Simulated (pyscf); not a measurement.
PySCF, gas phase, ωB97X-D3(BJ)/def2-SVP geometries. MP2 and CC: frozen core, UHF for open shells. ΔMP2 is the change of the MP2 total energy from the triple- to the quadruple-zeta basis.

SMILES: [C-]#[N+]C
```xyz
6

C      1.4371    -1.3242    -0.8528
N      0.7703    -0.4249    -0.5075
C     -0.0385     0.6658    -0.0894
H     -1.0054     0.6370    -0.6126
H     -0.2153     0.6069     0.9944
H      0.4657     1.6156    -0.3195
```
Charge 0, spin multiplicity 1.

### Question
What is the homolytic dissociation enthalpy (298 K, CCSD(T)/def2-TZVPP + ΔMP2(QZVPP)) of the C–N bond of `[C-]#[N+][CH3]`, to •C≡N + CH₃•?

### Answer
C–N to •C≡N + CH₃•: 4.29 eV. The radicals are drawn with the spin at the cut bond; how far it spreads was not checked. C⁻≡N⁺–CH₃ lies 0.98 eV over its isomer H₃C–C≡N, and others may lie lower still (electronic energy, ωB97M-D3(BJ)). The CCSD(T) − MP2 part came from Ansatz, without density fitting, on the same reference. An open-shell T1 diagnostic exceeds 0.045. A UHF reference is spin-contaminated (<S²> up to 1.14), which harms MP2 most.
